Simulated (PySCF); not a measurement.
A PySCF script (with the pyscf-properties extension) for the NMR shieldings of 2,3-diazabutadiene, C2H4N2, on a GFN2-xTB geometry:

```python
import basis_set_exchange as bse
import numpy as np
from pyscf import gto, dft
from pyscf.prop import nmr

atoms = """
C     1.644399   -0.112014    0.383508
N     0.600400    0.551558    0.140396
N    -0.561747    0.202029   -0.228013
C    -1.643767    0.078626    0.407512
H     2.562472    0.434837    0.515852
H     1.672176   -1.195964    0.463855
H    -1.720340    0.115596    1.491397
H    -2.544536   -0.065255   -0.164236
"""
names = dict.fromkeys(["C", "N", "H"], "pcSseg-1")
basis = {el: gto.basis.parse(bse.get_basis(n, elements=[el], fmt="nwchem")) for el, n in names.items()}
mol = gto.M(atom=atoms, basis=basis, charge=0, verbose=0)
mf = dft.RKS(mol, xc="PBE0")
mf.grids.level = 2
mf.grids.alignment = dft.numint.BLKSIZE   # the property module wants whole blocks of grid points
mf.conv_tol = 1e-9
mf.kernel()

calc = nmr.RKS(mf)   # GIAO
C = mf.mo_coeff
Co = C[:, mf.mo_occ > 0]
resp = mf.gen_response(singlet=True, hermi=2)
def vind(x):   # induced exchange potential for any number of trial vectors
    d = np.einsum("pi,xij,qj->xpq", C, 2 * x.reshape(-1, C.shape[1], Co.shape[1]), Co, optimize=True)
    return np.einsum("xpq,pi,qj->xij", resp(d - d.transpose(0, 2, 1)), C, Co, optimize=True).ravel()
mo1, _ = nmr.rhf.solve_mo1(calc, with_cphf=vind)
sigma = calc.kernel(mo1)
for i, s in enumerate(sigma):   # ppm
    w = np.linalg.eigvalsh((s + s.T) / 2)
    print("%2d %-2s iso %8.1f  s11 %8.1f  s22 %8.1f  s33 %8.1f" % (i, mol.atom_pure_symbol(i), w.mean(), *w))
```

Problem. What are the results?

Solution. 
```
 0 C  iso     76.5  s11     20.9  s22     69.3  s33    139.4
 1 N  iso   -134.4  s11   -380.2  s22   -149.1  s33    126.2
 2 N  iso   -133.9  s11   -379.4  s22   -148.6  s33    126.3
 3 C  iso     76.6  s11     21.1  s22     69.3  s33    139.4
 4 H  iso     25.9  s11     24.2  s22     25.7  s33     27.7
 5 H  iso     25.7  s11     24.3  s22     24.8  s33     28.1
 6 H  iso     25.7  s11     24.3  s22     24.8  s33     28.1
 7 H  iso     25.9  s11     24.3  s22     25.7  s33     27.7
```

These numbers come from an equivalent density-fitted implementation of the same equations, which agrees with the script to about 0.01 ppm for H and up to a few tenths of a ppm for heavy atoms, so last digits may differ.

Problem. Turn these shieldings into chemical shifts. δ = σ(ref) − σ, references computed at the same level: 13C (σref 186.93) and 1H (σref 31.72) vs TMS; 15N (σref 267.73) against NH3.

Solution. Averaging equivalent atoms: C 0/3: 110.4; N 1/2: 401.9; H 5/6: 5.98; H 4/7: 5.85 ppm. Experimental scales use liquid or dissolved standards, which lie at an offset from isolated NH3 (liquid NH3: subtract about 20 ppm). Unscaled 15N shifts of sp2 nitrogen come out 20 to 40 ppm too high even then.

Size and cost of the density-fitted run: 88 basis functions, 4.6 s wall time on 1 thread of an Arm Neoverse V2, shared host.
